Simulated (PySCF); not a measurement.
Input for PySCF: R-M06-2X/def2-TZVPPD on HCl (SMILES Cl) with ghost functions.

```python
from pyscf import gto, dft

mol = gto.M(
    atom='''
    Cl    2.12576600    0.02408100    0.00315600
    H     0.92223800   -0.44463500   -0.09824700
    ghost-C   -1.44764800    1.15564900    0.01851300
    ghost-S   -1.41459500   -0.65984600   -0.08354400
    ghost-H   -1.46628400    1.51681600   -1.00988000
    ghost-H   -0.55297100    1.53526500    0.51001200
    ghost-H   -2.34423900    1.49773300    0.53186300
    ghost-H   -1.37736100   -0.89092100    1.23821400
    ''',
    basis='def2-tzvppd',
    charge=0, spin=0, verbose=4, max_memory=1800)
mf = dft.RKS(mol, xc='m062x').density_fit(auxbasis='def2-universal-jkfit')
mf.grids.level = 4
mf.conv_tol = 1e-9
mf.max_cycle = 150
mf.kernel()
mf.dip_moment()
```

Output:

```
PySCF version 2.14.0

[INPUT] verbose = 4
[INPUT] num. atoms = 8
[INPUT] num. electrons = 18
[INPUT] charge = 0
[INPUT] spin (= nelec alpha-beta = 2S) = 0
[INPUT] symmetry False subgroup None
[INPUT] Mole.unit = angstrom
[INPUT] Symbol           X                Y                Z      unit          X                Y                Z       unit  Magmom
[INPUT]  1 Cl     2.125766000000   0.024081000000   0.003156000000 AA    4.017115544912   0.045506494806   0.005963975649 Bohr   0.0
[INPUT]  2 H      0.922238000000  -0.444635000000  -0.098247000000 AA    1.742777241667  -0.840238375396  -0.185659922560 Bohr   0.0
[INPUT]  3 GHOST-C  -1.447648000000   1.155649000000   0.018513000000 AA   -2.735658244774   2.183860106127   0.034984499744 Bohr   0.0
[INPUT]  4 GHOST-S  -1.414595000000  -0.659846000000  -0.083544000000 AA   -2.673197127179  -1.246928224390  -0.157875279351 Bohr   0.0
[INPUT]  5 GHOST-H  -1.466284000000   1.516816000000  -1.009880000000 AA   -2.770875180832   2.866366821358  -1.908396618676 Bohr   0.0
[INPUT]  6 GHOST-H  -0.552971000000   1.535265000000   0.510012000000 AA   -1.044963744827   2.901230378630   0.963783000242 Bohr   0.0
[INPUT]  7 GHOST-H  -2.344239000000   1.497733000000   0.531863000000 AA   -4.429969680524   2.830305177723   1.005075405790 Bohr   0.0
[INPUT]  8 GHOST-H  -1.377361000000  -0.890921000000   1.238214000000 AA   -2.602835064657  -1.683596688624   2.339885343602 Bohr   0.0

nuclear repulsion = 6.94376408096716
number of shells = 82
number of NR pGTOs = 291
number of NR cGTOs = 224
basis = def2-tzvppd
ecp = {}


******** <class 'pyscf.df.df_jk.DFRKS'> ********
method = DFRKS
initial guess = minao
damping factor = 0
level_shift factor = 0
DIIS = <class 'pyscf.scf.diis.CDIIS'>
diis_start_cycle = 1
diis_space = 8
diis_damp = 0
SCF conv_tol = 1e-09
SCF conv_tol_grad = None
SCF max_cycles = 150
direct_scf = False
XC library pyscf.dft.libxc version 7.1.2
    S. Lehtola, C. Steigemann, M. J. T. Oliveira, and M. A. L. Marques,  SoftwareX 7, 1–5 (2018)
XC functionals = m062x
    Y. Zhao and D. G. Truhlar,  Theor. Chem. Acc. 120, 215 (2008)
    Y. Zhao and D. G. Truhlar,  Theor. Chem. Acc. 120, 215 (2008)
radial grids:
    Treutler-Ahlrichs [JCP 102, 346 (1995); DOI:10.1063/1.469408] (M4) radial grids

becke partition: Becke, JCP 88, 2547 (1988); DOI:10.1063/1.454033
pruning grids: <function nwchem_prune>
grids dens level: 4
symmetrized grids: False
atomic radii adjust function: <function treutler_atomic_radii_adjust>
small_rho_cutoff = 0
Set gradient conv threshold to 3.16228e-05
Initial guess from minao.
tot grids = 164528
******** <class 'pyscf.df.df.DF'> ********
auxbasis = def2-universal-jkfit
init E= -460.719143636445
  HOMO = -0.410125059267961  LUMO = -0.0154064165430805  gap/eV = 10.74084
cycle= 1 E= -460.785576358635  delta_E= -0.0664  |g|= 0.207  |ddm|= 0.75
  HOMO = -0.37270712345306  LUMO = -0.0123070801297392  gap/eV = 9.80698
cycle= 2 E= -460.793752323774  delta_E= -0.00818  |g|= 0.166  |ddm|= 0.312
  HOMO = -0.399825681932721  LUMO = -0.00600667635989222  gap/eV = 10.71636
cycle= 3 E= -460.800167761693  delta_E= -0.00642  |g|= 0.0136  |ddm|= 0.126
  HOMO = -0.400424137744189  LUMO = -0.00458917496750915  gap/eV = 10.77122
cycle= 4 E= -460.800195554629  delta_E= -2.78e-05  |g|= 0.0025  |ddm|= 0.0101
  HOMO = -0.39997263617354  LUMO = -0.00440741895249693  gap/eV = 10.76388
cycle= 5 E= -460.800198644208  delta_E= -3.09e-06  |g|= 0.00037  |ddm|= 0.00365
  HOMO = -0.400075512545875  LUMO = -0.00443906173200532  gap/eV = 10.76582
cycle= 6 E= -460.800198697512  delta_E= -5.33e-08  |g|= 0.000157  |ddm|= 0.000598
  HOMO = -0.400042580606042  LUMO = -0.00443201190978942  gap/eV = 10.76511
cycle= 7 E= -460.800198702217  delta_E= -4.71e-09  |g|= 2.18e-05  |ddm|= 0.000142
  HOMO = -0.40004355632874  LUMO = -0.00443256740259466  gap/eV = 10.76512
cycle= 8 E= -460.800198702394  delta_E= -1.77e-10  |g|= 2.31e-06  |ddm|= 3.66e-05
  HOMO = -0.400044275784242  LUMO = -0.00443278535067343  gap/eV = 10.76514
Extra cycle  E= -460.800198702396  delta_E= -2.73e-12  |g|= 1.09e-06  |ddm|= 4.57e-06
converged SCF energy = -460.800198702396
Dipole moment(X, Y, Z, Debye): -1.05265, -0.41045, -0.08866
```

The run converged.

Cost: roughly 27 core-seconds.
